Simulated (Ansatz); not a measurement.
SiB2, relaxed as a singlet with RKS r2SCAN-D4/def2-TZVP in Ansatz, starting from the GFN1-xTB geometry. Force threshold 0.02 eV/Å.

The structure comes from a short search, and lower isomers may exist.

Start:

```tsv
atom	x (Å)	y (Å)	z (Å)
B1	0.112	1.298	0.852
B2	0.131	-0.866	-1.285
Si3	-0.242	-0.432	0.433
```

| step | energy (eV) | largest force component (eV/Å) | SCF passes |
| --- | --- | --- | --- |
| 1 | -9219.5203 | 1.736 | 32 |
| 2 | -9219.7684 | 1.199 | 44 |
| 3 | -9220.2588 | 0.953 | 44 |
| 4 | -9221.0699 | 1.893 | 41 |
| 5 | -9222.3252 | 2.547 | 39 |
| 6 | -9222.6561 | 3.248 | 36 |
| 7 | -9222.9210 | 0.476 | 41 |
| 8 | -9222.9293 | 0.151 | 35 |
| 9 | -9222.9301 | 0.024 | 36 |
| 10 | -9222.9301 | 0.000 | 26 |

Force components are those of the run's own axes.

End:

```xyz
3

B     0.209    0.917    0.149
B     0.218   -0.157   -0.913
Si   -0.427   -0.760    0.764
```

Bonds formed: B1–B2 (atoms count from 1). The end is the same structure that another start reached, the lowest one found.

No frequencies were taken in this run, so the end may be a saddle point.

Run time 14 s (2 threads of Arm Neoverse V2 on a shared host).
